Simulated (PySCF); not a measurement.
Bonds broken one at a time in the series allyl-X. All species are isolated molecules in the gas phase. One relaxed conformer stands for each flexible species; it need not be the lowest. Strings in code marks are SMILES.

The numbers are results of PBE0-D4/def2-TZVP (PySCF), not measurements. 

```tsv
species	highest occupied spin orbital (eV)
radical fragment (`[CH2]C`)	-5.93
radical fragment (`C[O]`)	-7.73
radical fragment (`[NH2]`)	-8.67
whole molecule (`C=CCC=O` (C–C–C–C torsion -120°, C–C–C–O torsion 132°))	–
whole molecule (`C=CC[SiH3]` (C–C–C–Si torsion 106°))	–
radical fragment (`[SiH3]`)	-6.40
whole molecule (`C#CCC=C`)	–
radical fragment (`C([CH2])#C`)	-6.36
whole molecule (`BCC=C`)	–
whole molecule (`[C-]#[N+]CC=C`)	–
radical fragment (`[C-]#[N+]`)	-10.83
radical fragment (`[C-]#[N+][CH2]`)	-7.05
```
